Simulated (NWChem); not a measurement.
# AlCl₃

```xyz
4

Al     0.0000     0.0000     0.0000
Cl     0.0000     0.0000     2.0937
Cl     1.8132     0.0000    -1.0468
Cl    -1.8132     0.0000    -1.0468
```
Charge 0, spin multiplicity 1.

Everything below was run with NWChem. The geometry was optimised at PBE/def2-SVP, a minimum by its harmonic frequencies.

The field's frequency is 0.0428 Ha (1065 nm). This basis has no diffuse functions, which lowers polarisabilities.

The correlated methods keep 20 core orbitals frozen. The Pople sets run with spherical d functions. The structure started from a generated list of species.

Give the polarisability tensor in bohr³ at CCSD linear response/6-31G* (spherical d), 20 core orbitals frozen, in the frame of the coordinates, and its isotropic mean.


```
54.55   0.00   0.00
 0.00  31.35   0.00
 0.00   0.00  54.55
```
Mean (one third of the trace): 46.82 bohr³.
